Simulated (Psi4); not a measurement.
# Two attempts at SiNH3 (SMILES [N][SiH3])

Aim: the energy of SiNH3 at UMP2.5/aug-cc-pCVDZ (density fitting for correlation).

Program for the calculation: Psi4 1.11.

1 further run of the same task is left out (set aside as unsound or not needed).

## (1) The structure to begin with

SiNH3: 5 atoms, total charge 0, spin state triplet. SMILES: `[N][SiH3]`. Geometry: relaxed at GFN2-xTB.

Bond lengths: N1–Si2 1.655 Å, Si2–H3 1.476 Å, Si2–H4 1.476 Å, Si2–H5 1.476 Å. Angles: N1–Si2–H3 111.3°, N1–Si2–H4 111.1°, N1–Si2–H5 111.1°, H3–Si2–H4 107.7°, H3–Si2–H5 107.7°, H4–Si2–H5 107.7°.

## (2) The input as first written

File run.py:

```python
import psi4

psi4.set_memory(1600000000)
psi4.set_num_threads(1)
psi4.set_output_file('run.log', False)

mol = psi4.geometry("""
0 3
N     -1.536630     0.334330     0.479510
Si     0.010240    -0.002340    -0.003820
H      0.064950    -0.313200    -1.445390
H      0.555100    -1.162980     0.727210
H      0.906340     1.144190     0.242490
""")

options = {'basis': 'aug-cc-pCVDZ', 'reference': 'uhf', 'scf_type': 'direct', 'freeze_core': True, 'mp_type': 'df', 'd_convergence': 1e-16, 'maxiter': 50}
psi4.set_options(options)

e = psi4.energy("mp2.5", molecule=mol)
print('E =', round(e, 9))
for k, v in sorted(psi4.core.scalar_variables().items()):
    print(f'{k:45s} {v:18.10f}')
```

Started as:

```console
$ python run.py
```

run.log:

```text
h
    h
    h

    -----------------------------------------------------------------------

    Memory:     1.5 GiB
    Threads:    1
                ecpint, einsums, f̶o̶r̶t̶e̶, gauxc, gcp, g̶d̶m̶a̶, geometric, g̶p̶u̶_̶d̶f̶c̶c̶,
                i̶n̶t̶e̶g̶r̶a̶t̶o̶r̶x̶x̶, i̶p̶i̶, libefp, m̶d̶i̶, m̶p̶2̶d̶, m̶r̶c̶c̶, ooo,
                o̶p̶e̶n̶f̶e̶r̶m̶i̶o̶n̶p̶s̶i̶4̶, pcmsolver, p̶s̶i̶4̶f̶o̶c̶k̶c̶i̶, p̶s̶i̶x̶a̶s̶,
                p̶y̶e̶i̶n̶s̶u̶m̶s̶, r̶e̶s̶p̶, s̶i̶m̶i̶n̶t̶, s̶n̶s̶m̶p̶2̶,
                v̶2̶r̶d̶m̶_̶c̶a̶s̶s̶c̶f̶

   => Loading Basis Set <=

    Name: AUG-CC-PCVDZ
    Role: ORBITAL
    Keyword: BASIS

         ---------------------------------------------------------
                                   SCF
                              UHF Reference
                        1 Threads,   1525 MiB Core
         ---------------------------------------------------------

  ==> Geometry <==

    Molecular point group: c1
    Full point group: C1

    Geometry (in Angstrom), charge = 0, multiplicity = 3:

[... 96 lines left out ...]
   @DF-UHF iter SAD:  -344.11297703847322   -3.44113e+02   0.00000e+00
[... 4 lines left out ...]
   @DF-UHF iter   5:  -345.05926283217320   -1.61974e-03   1.31401e-04 DIIS/ADIIS
[... 4 lines left out ...]
   @DF-UHF iter  10:  -345.05964714255481   -8.03063e-08   5.69039e-07 DIIS
[... 4 lines left out ...]
   @DF-UHF iter  15:  -345.05964714871936   -1.48361e-11   1.33406e-08 DIIS
[... 4 lines left out ...]
   @DF-UHF iter  20:  -345.05964714873613    5.68434e-14   2.48214e-11 DIIS
[... 4 lines left out ...]
   @DF-UHF iter  25:  -345.05964714873613   -2.27374e-13   6.79746e-13 DIIS
[... 4 lines left out ...]
   @DF-UHF iter  30:  -345.05964714873619   -1.13687e-13   3.80570e-14 DIIS
[... 4 lines left out ...]
   @DF-UHF iter  35:  -345.05964714873630   -2.27374e-13   1.28871e-14 DIIS
[... 4 lines left out ...]
   @DF-UHF iter  40:  -345.05964714873608   -1.70530e-13   1.30185e-14 DIIS
[... 4 lines left out ...]
   @DF-UHF iter  45:  -345.05964714873608    0.00000e+00   1.47695e-14 DIIS
[... 4 lines left out ...]
   @DF-UHF iter  50:  -345.05964714873602    0.00000e+00   1.45661e-14 DIIS
[... 1 line left out ...]
PsiException: Could not converge SCF iterations in 50 iterations.

  UHF NO Occupations:
  HONO-2 :   11  A 1.9957604
  HONO-1 :   12  A 1.0000000
  HONO-0 :   13  A 1.0000000
  LUNO+0 :   14  A 0.0042396
  LUNO+1 :   15  A 0.0015284
  LUNO+2 :   16  A 0.0010428
  LUNO+3 :   17  A 0.0010392

PsiException: Could not converge SCF DF preiterations in 50 iterations.
```

The script printed:

```text
Traceback (most recent call last):
psi4.driver.p4util.exceptions.SCFConvergenceError: Could not converge SCF iterations in 50 iterations.

During handling of the above exception, another exception occurred:

Traceback (most recent call last):
  File "run.py", line 19, in <module>
    e = psi4.energy("mp2.5", molecule=mol)
psi4.driver.p4util.exceptions.SCFConvergenceError: Could not converge SCF DF preiterations in 50 iterations.
```

Run time: 2.9 s. Hardware: 1 thread of Intel Xeon Platinum 8488C (Sapphire Rapids), shared host; peak memory 0.27 GiB.

## (3) What went wrong

The run stopped without converging.

The log says `psi4.driver.p4util.exceptions.SCFConvergenceError: Could not converge SCF DF preiterations in 50 iterations.`. The cause is that the convergence threshold is tighter than the arithmetic can reach. To mend it: density convergence threshold at its default in place of 1e-16.

## (4) Try two

File job.py:

```python
import psi4

psi4.set_memory(1600000000)
psi4.set_num_threads(1)
psi4.core.set_output_file('psi4.out', False)

mol = psi4.geometry("""
0 3
N     -1.536630     0.334330     0.479510
Si     0.010240    -0.002340    -0.003820
H      0.064950    -0.313200    -1.445390
H      0.555100    -1.162980     0.727210
H      0.906340     1.144190     0.242490
""")

psi4.set_options({
    'basis': 'aug-cc-pCVDZ',
    'reference': 'uhf',
    'scf_type': 'direct',
    'freeze_core': True,
    'mp_type': 'df',
})

energy_value = psi4.energy("mp2.5")
print(f'mp2.5 energy: {energy_value:.10f} Eh')
```

Started as:

```console
$ python job.py
```

psi4.out:

```text
[...]
  Running in c1 symmetry.
[...]
  Nuclear repulsion =   51.355040844779239
[...]
  Multiplicity = 3
[...]
  Nalpha       = 13
  Nbeta        = 11
[...]
    Number of basis functions: 90
[...]
   @DF-UHF iter   1:  -344.85347615845069   -7.40499e-01   4.74907e-03 DIIS/ADIIS
[...]
   @UHF iter  22:  -345.05967225908955   -1.42109e-12   3.49559e-09 DIIS
[...]
   @S^2 Observed:                2.015933939E+00
[...]
    Orbital Energies [Eh]
    ---------------------
    Alpha Occupied:
       1A    -68.798716     2A    -15.631985     3A     -6.149847
       4A     -4.256946     5A     -4.255319     6A     -4.255317
       7A     -1.187623     8A     -0.717571     9A     -0.589230
      10A     -0.589202    11A     -0.528650    12A     -0.474237
      13A     -0.474121
    Alpha Virtual:
      14A      0.038719    15A      0.051710    16A      0.057306
      17A      0.057325    18A      0.089976    19A      0.089979
      20A      0.137070    21A      0.160283    22A      0.179275
      23A      0.179311    24A      0.196415    25A      0.201679
[...]
  @UHF Final Energy:  -345.05967225908955
   => Energetics <=
    Nuclear Repulsion Energy =             51.3550408447792393
    One-Electron Energy =                -578.5387577982605762
    Two-Electron Energy =                 182.1240446943916709
    Total Energy =                       -345.0596722590896093
  UHF NO Occupations:
  HONO-2 :   11  A 1.9957603
  HONO-1 :   12  A 1.0000000
[...]
 Multipole Moments:
 ------------------------------------------------------------------------------------
     Multipole            Electronic (a.u.)      Nuclear  (a.u.)        Total (a.u.)
 ------------------------------------------------------------------------------------
 L = 1.  Multiply by 2.5417464519 to convert [e a0] to [Debye]
 Dipole X            :         -2.2026402            2.6745596            0.4719193
 Dipole Y            :          0.4786320           -0.5816206           -0.1029886
 Dipole Z            :          0.6837298           -0.8329727           -0.1492429
 Magnitude           :                                                    0.5055571
[...]
	DF-SCS-MP2 Total Energy (a.u.)     :  -345.27642077806553
	DF-SOS-MP2 Total Energy (a.u.)     :  -345.27921897646382
	DF-SCS(N)-MP2 Total Energy (a.u.)  :  -345.13406751521842
[...]
	DF-MP2 Total Energy (a.u.)         :  -345.27082438126888
[...]
	DF-MP3 Total Energy (a.u.)         :  -345.30484776511389
[...]
```

Standard output:

```text
mp2.5 energy: -345.2878360732 Eh
```

Run time: 14 s. Hardware: 1 thread of Intel Xeon Platinum 8488C (Sapphire Rapids), shared host; peak memory 0.31 GiB.

## (5) Summary of results

At UMP2.5/aug-cc-pCVDZ (density fitting for correlation):

| quantity | value |
| --- | --- |
| total energy | -345.28784 Eh |
| HOMO energy (Hartree–Fock orbitals) (highest over α and β) | -12.55 eV |
| LUMO energy (Hartree–Fock orbitals) (lowest over α and β) | 1.05 eV |
| correlation energy (6 core orbitals frozen) | -228.2 mEh |
| ⟨S²⟩ of the reference determinant | 2.016 |
